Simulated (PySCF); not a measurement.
A PySCF script (with the pyscf-properties extension) for the NMR shieldings of Acetamide (CC(N)=O, C$_{2}$H$_{5}$NO), on a GFN2-xTB geometry:

```python
import basis_set_exchange as bse
import numpy as np
from pyscf import gto, dft
from pyscf.prop import nmr

atoms = """
C    -1.096235   -0.012195    0.082552
C     0.276073    0.457786   -0.351259
N     1.287500   -0.312085    0.121593
O     0.475035    1.423982   -1.048708
H    -1.187450    0.070277    1.163589
H    -1.245860   -1.050678   -0.203705
H    -1.854475    0.605889   -0.388128
H     2.235417   -0.068257   -0.110726
H     1.123557   -1.108725    0.709612
"""
names = dict.fromkeys(["C", "N", "O", "H"], "pcSseg-1")
basis = {el: gto.basis.parse(bse.get_basis(n, elements=[el], fmt="nwchem")) for el, n in names.items()}
mol = gto.M(atom=atoms, basis=basis, charge=0, verbose=0)
mf = dft.RKS(mol, xc="PBE0")
mf.grids.level = 2
mf.grids.alignment = dft.numint.BLKSIZE   # the property module wants whole blocks of grid points
mf.conv_tol = 1e-9
mf.kernel()

calc = nmr.RKS(mf)   # GIAO
C = mf.mo_coeff
Co = C[:, mf.mo_occ > 0]
resp = mf.gen_response(singlet=True, hermi=2)
def vind(x):   # induced exchange potential for any number of trial vectors
    d = np.einsum("pi,xij,qj->xpq", C, 2 * x.reshape(-1, C.shape[1], Co.shape[1]), Co, optimize=True)
    return np.einsum("xpq,pi,qj->xij", resp(d - d.transpose(0, 2, 1)), C, Co, optimize=True).ravel()
mo1, _ = nmr.rhf.solve_mo1(calc, with_cphf=vind)
sigma = calc.kernel(mo1)
for i, s in enumerate(sigma):   # ppm
    w = np.linalg.eigvalsh((s + s.T) / 2)
    print("%2d %-2s iso %8.1f  s11 %8.1f  s22 %8.1f  s33 %8.1f" % (i, mol.atom_pure_symbol(i), w.mean(), *w))
```

Question: What are the results?

Answer: 
```
 0 C  iso    163.9  s11    138.6  s22    158.4  s33    194.6
 1 C  iso     17.9  s11    -76.9  s22     31.3  s33     99.2
 2 N  iso    154.5  s11     59.6  s22    152.6  s33    251.3
 3 O  iso   -105.5  s11   -413.3  s22   -208.0  s33    304.6
 4 H  iso     29.7  s11     26.4  s22     28.8  s33     34.0
 5 H  iso     29.8  s11     26.3  s22     29.1  s33     34.0
 6 H  iso     30.0  s11     26.4  s22     28.3  s33     35.3
 7 H  iso     27.3  s11     22.7  s22     23.7  s33     35.5
 8 H  iso     27.1  s11     22.7  s22     26.3  s33     32.3
```

These numbers come from an equivalent density-fitted implementation of the same equations, which agrees with the script to about 0.01 ppm for H and up to a few tenths of a ppm for heavy atoms, so last digits may differ.

Question: Turn these shieldings into chemical shifts. Shifts are taken against calculated references (same method and geometry level): ¹³C (σref 186.93), ¹H (σref 31.72) vs TMS; ¹⁵N (σref 267.73) against NH3; ¹⁷O (σref 336.08) vs H2O.

Answer: Averaging equivalent atoms: C 1: 169.1; C 0: 23.1; N 2: 113.2; O 3: 441.6; H 8: 4.63; H 7: 4.41; H 4/5/6: 1.87 ppm. Unscaled 17O shifts of doubly bonded oxygen tend to come out too high, by tens of ppm or more. Experimental scales use liquid or dissolved standards, which lie at an offset from isolated NH3 (liquid NH3: subtract about 20 ppm) and H2O (liquid H2O: subtract about 36 ppm).

Size and cost of the density-fitted run: 93 basis functions, about 4 core-seconds.
